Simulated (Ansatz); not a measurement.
## How far each method lies from UCCSDT(Q) for CH4⁺, doublet

Geometry: displaced at random from a stationary point.

```xyz
5

C     0.0230    0.0122    0.0028
H     0.2228    0.7705    0.7624
H    -0.4394   -0.7569    0.7544
H    -0.3443    0.6791   -0.7285
H     0.2866   -0.8375   -0.8217
```

Basis cc-pVDZ; Ansatz 0.2.0. Correlated methods freeze the noble-gas cores, which leaves 7 electrons in 33 orbitals. Prefix R: restricted or restricted open-shell reference; prefix U: unrestricted. Active spaces: valence = (7e, 8o) chosen from the atoms' valence shells.

Full CI isn't at hand for all of this; UCCSDT(Q) serves as the reference, and is uncertain by about the last step of the cluster series. The frozen core follows each run's orbitals, which can shift R against U totals by a few meV.

For open shells CISD is restricted-active-space CI with the open shells as a complete middle space.

The UHF ⟨S²⟩ is 0.757. The T1 diagnostic (RCCSD) is 0.0120. The largest doubles amplitude (RCCSD) is 0.039. The T1 diagnostic (UCCSD) is 0.0088.

Q: From what is known of these methods and the diagnostics, rank them by the size of their error in total energy against UCCSDT(Q) in cc-pVDZ, smallest first (an estimate: the text doesn't fix the numbers).
A. MRCISD (valence space)
B. RHF
C. RCCSD
D. MRCISD+Q (valence space)
E. RCCSD(T)

A: D (5 meV), E (19 meV), A (84 meV), C (113 meV), B (4533 meV).

All errors are against UCCSDT(Q) in cc-pVDZ. Within each family the higher level lies nearer, as is usual though not guaranteed.

Natural occupations of CASSCF (valence space) about the gap: 1.983 1.970 1.965 0.998 0.031 0.021 0.017 0.016; effectively unpaired electrons, Σ n²(2−n)², 1.02.
